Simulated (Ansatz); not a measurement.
Worked example: AsH2, doublet against AsH$_{2}$⁻, singlet

Geometry (PBE0/def2-TZVPD stationary point of a singlet), kept for both states (AsH2⁻, singlet: A1; AsH2, doublet: B1):

```yaml
atoms:
  - { symbol: As, position_ang: [0.0000, -0.0283, 0.0000] }
  - { symbol: H, position_ang: [0.0000, 1.0529, -1.0973] }
  - { symbol: H, position_ang: [0.0000, 1.0529, 1.0972] }
```

Basis aug-cc-pVDZ; Ansatz 0.2.0. Correlated methods freeze the noble-gas cores and the filled d shells of p-block atoms. R marks a restricted (for open shells ROHF) determinant. No spin–orbit coupling is included, and no scalar relativity.

Full CI isn't at hand for all of this; RCCSDTQ serves as the reference, and is uncertain by the last step of the cluster series or more.

The highest occupied Kohn–Sham level of the anion is positive, up to +1.48 eV, so in those functionals the extra electron is held by the basis alone, which enters their differences from the reference.

```
   level  E(AsH2⁻, singlet) (hartree)  E(AsH2, doublet) (hartree)
RCCSD(T)                 -2235.484501                -2235.445020
     PBE                 -2236.710878                -2236.665131
 wB97M-V                 -2236.917420                -2236.873102
 RCCSDTQ                 -2235.485559                -2235.445838
```

Q: Give the vertical gap, AsH2 doublet less AsH2⁻ singlet, at each level in eV (1 hartree = 27.2114 eV), and each error against RCCSDTQ.

A: RCCSDTQ: (-2235.445838 − (-2235.485559)) × 27.2114 = 1.081 eV (the reference)
wB97M-V: (-2236.873102 − (-2236.917420)) × 27.2114 = 1.206 eV, error 0.125 eV
PBE: (-2236.665131 − (-2236.710878)) × 27.2114 = 1.245 eV, error 0.164 eV
RCCSD(T): (-2235.445020 − (-2235.484501)) × 27.2114 = 1.074 eV, error -0.007 eV

Total energies of functionals can't be set beside those of wave-function methods, since they hold the core's correlation and their own absolute errors; only the differences compare.

In so small a basis the reference is far from its limit while semilocal and hybrid functionals are nearer theirs, so the functionals' errors here hold much of the reference's basis and frozen-core error, which can add to them or hide them.

Each level lands on the state that its own search finds. T1 diagnostics of restricted CCSD: 0.013 and 0.018.
